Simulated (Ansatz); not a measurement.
A nudged elastic band was laid between two geometries of BFH$_{2}$O (5 atoms, charge 0, multiplicity 1).

These are results of RKS PBE-D4/def2-SVP in Ansatz, not measurements.

```
movable images  : 5
climbing image  : yes
spring          : 5.0 eV/Å²
optimiser       : quadratic models (default)
start path      : through a guess of the saddle point
force threshold : 0.5 eV/Å
iteration limit : 60
end points      : relaxed
```

First end point:

```xyz
5
Properties=species:S:1:pos:R:3
B 0.385 -0.015 0.084
O 0.578 -0.119 1.419
H -0.263 -0.210 1.907
H 1.341 0.104 -0.651
F -0.857 -0.042 -0.427
```

Last end point:

```xyz
5
Properties=species:S:1:pos:R:3
B -0.251 -0.487 -0.791
O 0.763 0.380 1.320
H 0.517 -0.421 1.825
H 1.482 0.038 0.751
F -1.326 0.208 -0.774
```

Task: Which bonds break or form, and what moves?

Result: Bonds broken: B1–O2, B1–H4. Bonds formed: O2–H4. BFH2O becomes BF + H2O.

Task: What energy profile does the band end with?

Result: The run converged. The highest image is number 4 of 0 to 6, 4.44 eV above the first end and 0.51 eV above the last; the last end lies 3.93 eV above the first. The threshold of 0.5 eV/Å is loose, so the images may lie well off the minimum-energy path. The profile has 2 maxima (images 1, 4) with wells between them (image 2): this band takes more than one step, which may be the mechanism or a detour left from its start path. Neighbouring images differ by up to 2.6 eV, so the band resolves the path poorly. The order of the stationary point at the top wasn't checked. The orbitals stay closed-shell, which can raise the energy where a bond breaks towards radicals; this wasn't checked here.

```csv
image,path coordinate (Å),energy (eV),B1–O2 (Å),B1–H4 (Å),O2–H4 (Å)
0,0.00,0.00,1.35,1.21,2.22
1,0.71,0.48,1.36,1.21,2.24
2,1.42,0.27,1.36,1.22,2.20
3,2.10,1.87,1.39,1.20,1.78
4,2.78,4.44,1.70,1.44,1.15
5,3.32,3.99,2.24,2.00,0.99
6,3.86,3.93,2.50,2.38,0.98
```

Task: What is the geometry of the highest image?

Result: 
```xyz
5
Properties=species:S:1:pos:R:3
B 0.133 -0.037 -0.433
O 0.640 0.305 1.150
H 0.261 -0.410 1.724
H 1.321 -0.179 0.362
F -1.170 0.040 -0.471
```

Time of the run: 20 s on 1 thread of Intel(R) Xeon(R) Platinum 8559C (Emerald Rapids), with other jobs on the host, peak memory 0.11 GiB.
